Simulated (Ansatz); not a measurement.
Wavefunction ladder for C2H7P (`CPC`)

```xyz
10

C    -0.912    0.744    0.804
P     0.410   -0.542    0.823
C     0.617   -0.822   -0.987
H    -0.711    1.554    0.101
H    -1.024    1.161    1.807
H    -1.859    0.271    0.536
H     1.511    0.341    0.992
H    -0.243   -1.383   -1.358
H     1.507   -1.430   -1.160
H     0.704    0.106   -1.557
```

The species carries charge 0 and has multiplicity 1. The geometry is a stationary point of PBE0-D4/def2-TZVP. Frozen core, restricted reference, the Gaussian-basis code of Ansatz. CBS rows extrapolate triple and quadruple zeta; past MP2 they add the triple-zeta difference.

```json
{"basis": "def2-SVP", "HF (Eh)": "-420.38163", "MP2 corr.": "-0.41737"}
{"basis": "def2-TZVPP", "HF (Eh)": "-420.59094", "MP2 corr.": "-0.51903"}
{"basis": "def2-QZVPP", "HF (Eh)": "-420.60496", "MP2 corr.": "-0.55374"}
```

Q: Estimate the CCSD correlation energy and the (T) correction in each basis where they were run (hartree).

A: 
| basis | CCSD corr. | (T) |
| --- | --- | --- |
| def2-SVP | -0.46881 | -0.01328 |
| def2-TZVPP | -0.56555 | -0.02203 |
| CBS(def2) | -0.62598 | as TZ |
